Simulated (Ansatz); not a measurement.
System (SMILES): [SiH2] (SiH2) (closed-shell singlet).
Atoms: Si1, H2, H3. Bonds: Si1-H2, Si1-H3.

Basis-set convergence of the optimised Si1-H2 bond length at MP2 with Ansatz (an electronic-structure program). The reference of a correlated method is not its basis-set limit, which lies further on. Cartesian d functions, on some or all atoms, in 6-31G*, 6-311G**, 6-311+G**; all else is spherical. Cores are frozen. Core-valence sets carry the plain set on hydrogen. A restricted Hartree-Fock determinant is unstable towards unrestricted orbitals. No added dispersion term, no relativity. Reference: the value in aug-cc-pV(Q+d)Z, 1.5102 Å, itself unsure by roughly 0.0006 Å (its mean distance from cc-pV(5+d)Z, def2-QZVPP, cc-pV(Q+d)Z). Deviations are taken from unrounded values. Cost is core time over that of pcseg-2, rough, on shared machines of one kind; a dash marks a row that isn't timed (too short, read off another run, short of memory, by another algorithm or on other hardware). It counts the whole optimisation.

| basis | functions | optimised Si1-H2 bond length (Å) | minus reference (Å) | cost |
|---|---|---|---|---|
| 6-31G* | 23 | 1.5187 | 0.0085 | - |
| def2-SVP | 28 | 1.5162 | 0.0060 | - |
| cc-pV(D+d)Z | 33 | 1.5195 | 0.0093 | - |
| 6-311G** | 39 | 1.5111 | 0.0009 | - |
| 6-311+G** | 43 | 1.5101 | -0.0001 | - |
| def2-TZVP | 49 | 1.5126 | 0.0024 | 0.7× |
| pcseg-2 | 62 | 1.5073 | -0.0029 | 1× |
| cc-pV(T+d)Z | 67 | 1.5115 | 0.0013 | 0.9× |
| def2-TZVPP | 70 | 1.5110 | 0.0008 | 1× |
| jun-cc-pV(T+d)Z | 76 | 1.5115 | 0.0013 | 1× |
| def2-TZVPPD | 82 | 1.5109 | 0.0007 | 1× |
| 6-311++G(3df,3pd) | 83 | 1.5095 | -0.0007 | 1× |
| cc-pCVTZ | 87 | 1.5120 | 0.0018 | 2× |
| aug-cc-pV(T+d)Z | 101 | 1.5121 | 0.0019 | 2× |
| cc-pV(Q+d)Z | 124 | 1.5096 | -0.0006 | 4× |
| def2-QZVPP | 130 | 1.5096 | -0.0006 | 4× |
| aug-cc-pV(Q+d)Z | 181 | 1.5102 | 0.0000 | 10× |
| cc-pV(5+d)Z | 210 | 1.5095 | -0.0007 | 20× |
